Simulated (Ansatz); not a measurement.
Relaxation of CH₇AlSi (10 atoms, charge 0, multiplicity 1), to a largest force component of 0.02 eV/Å in at most 40 steps.

Method: RKS PBE0/STO-3G (Ansatz).

```xyz
10
Properties=species:S:1:pos:R:3
C -1.393 0.913 -0.749
Al 0.422 0.271 -0.689
Si 1.073 -1.085 1.102
H -1.860 0.602 -1.689
H -2.000 0.588 0.108
H -1.429 2.083 -0.764
H 1.487 0.646 -1.843
H 0.315 -2.283 1.145
H 0.949 -0.327 2.417
H 2.520 -1.459 0.966
```

Q: Where does it end, and by what steps?

A: The forces met the threshold. Limits of this set-up: minimal basis. After 3 steps the energy has fallen by 0.409 eV; H7 moved furthest, 0.14 Å.

```tsv
step	energy less start (eV)	largest force component (eV/Å)	accepted
0	0.0000	2.563	yes
1	-0.3607	0.679	yes
2	-0.4077	0.184	yes
3	-0.4091	0.018	yes
```

```xyz
10
Properties=species:S:1:pos:R:3
C -1.370 0.933 -0.767
Al 0.421 0.272 -0.667
Si 1.109 -1.048 1.076
H -1.859 0.619 -1.695
H -2.011 0.610 0.059
H -1.383 2.029 -0.773
H 1.367 0.652 -1.771
H 0.343 -2.270 1.189
H 0.972 -0.387 2.356
H 2.493 -1.461 0.996
```

Whether the end is a true minimum wasn't checked by a vibrational analysis.

Time of the run: 7.5 s on 1 thread of Arm Neoverse V1 (shared host), peak memory 0.12 GiB.
